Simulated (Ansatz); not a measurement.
# C₂H₄FN: vertical ionisation energy

One table from this session's results is given with a row withheld; the runs are named, their logs left out.

The runs use Ansatz 0.2.0, Gaussian basis; unrestricted cation, the program's frozen cores in correlated methods.

Plan: UKS PBE-D4/def2-TZVPP; UKS r2SCAN-D4/def2-TZVPP; UKS PBE0-D4/def2-TZVPP; UKS B3LYP-D4/def2-TZVPP; UKS wB97X-V/def2-TZVPP; UKS wB97M-V/def2-TZVPP; UKS B2PLYP/def2-TZVPP; UHF-CCSD(T)/def2-TZVPP; UHF-MP2/def2-QZVPP; extrapolation to the limit; then −ε(HOMO) from the neutral's earlier runs with LDA (SPW92), PBE-D4, revPBE-D4, BLYP-D4, r2SCAN-D4, B97M-V, PBE0-D4, B3LYP-D4, r2SCANh-D4, r2SCAN0-D4, HSE06-D4, BHLYP-D4, CAM-B3LYP-D4, LC-ωPBE, ωB97X-V, ωB97M-V.

**The relaxed structure**

All runs share one geometry, relaxed beforehand with PBE0-D4 in a triple-zeta def2 set.

SMILES `C/N=C\F`, 8 atoms, charge 0, spin multiplicity 1.

Atoms are counted from 1 here; the program's logs count them from 0.

Bond lengths: C1–N2 1.443 Å, C1–H5 1.093 Å, C1–H6 1.092 Å, C1–H7 1.092 Å, N2–C3 1.239 Å, C3–F4 1.349 Å, C3–H8 1.086 Å. Angles: N2–C1–H5 114.5°, N2–C1–H6 108.4°, N2–C1–H7 108.4°, H5–C1–H6 109.1°, H5–C1–H7 109.2°, H6–C1–H7 106.8°, C1–N2–C3 121.5°, N2–C3–F4 125.3°, N2–C3–H8 124.0°, F4–C3–H8 110.7°.

Geometry (Å):

```xyz
8

C    -0.0607    0.9982   -0.2736
N     0.5540   -0.0170    0.5466
C     0.2335   -1.2093    0.4485
F    -0.6922   -1.7001   -0.4013
H    -0.7985    0.6209   -0.9859
H    -0.5380    1.7300    0.3823
H     0.7258    1.5265   -0.8169
H     0.6683   -2.0064    1.0443
```

The first run:

The input, in.yaml:

```yaml
crystal:
  periodic: [false, false, false]
  atoms:
    - {symbol: C, position_ang: [-0.060742, 0.998246, -0.273558]}
    - {symbol: N, position_ang: [0.554016, -0.016982, 0.546624]}
    - {symbol: C, position_ang: [0.233525, -1.209306, 0.448503]}
    - {symbol: F, position_ang: [-0.692210, -1.700137, -0.401314]}
    - {symbol: H, position_ang: [-0.798538, 0.620878, -0.985888]}
    - {symbol: H, position_ang: [-0.537983, 1.730019, 0.382346]}
    - {symbol: H, position_ang: [0.725834, 1.526511, -0.816913]}
    - {symbol: H, position_ang: [0.668300, -2.006429, 1.044301]}
basis:
  gaussian: {orbitals: def2-TZVPP}
total_charge: 1
magnetization: {spin_polarized: true, initial_magnetization: 1}
hamiltonian: {xc: pbe, dispersion: d4}
```

Among the steps run: Cation, UKS PBE-D4/def2-TZVPP; Cation, UKS r2SCAN-D4/def2-TZVPP; Cation, UKS PBE0-D4/def2-TZVPP; Cation, UKS B3LYP-D4/def2-TZVPP; Cation, UKS wB97X-V/def2-TZVPP; Cation, UKS wB97M-V/def2-TZVPP; Cation, UKS B2PLYP (frozen core)/def2-TZVPP; Cation, UHF-CCSD(T)/def2-TZVPP; Cation, UHF-MP2/def2-QZVPP.

One of the session's tables, all rows but one given; the rest of the session is left out.

For comparison, −ε(HOMO) of the neutral from earlier runs:

```
  functional  −ε(HOMO) (eV)
 LDA (SPW92)           6.62
      PBE-D4           6.51
   revPBE-D4           6.46
     BLYP-D4           6.42
   r2SCAN-D4           6.85
      B97M-V           7.03
     PBE0-D4           8.07
    B3LYP-D4           7.83
  r2SCANh-D4           7.43
  r2SCAN0-D4              ?
    HSE06-D4           7.66
    BHLYP-D4           9.57
CAM-B3LYP-D4           9.53
     LC-ωPBE          10.87
     ωB97X-V          10.54
     ωB97M-V          10.46
```

**Question.** Estimate the row for r2SCAN0-D4.

Worked estimate for «−ε(HOMO) (eV)». Against the share of exact exchange, r2SCAN-D4 (0, 6.85), r2SCANh-D4 (0.1, 7.43) give a slope of 5.80 per unit share; at 0.25 the line stands at 8.30.

The run gave: −ε(HOMO) (eV): 8.30. In «−ε(HOMO) (eV)» the line misses by 0.00.
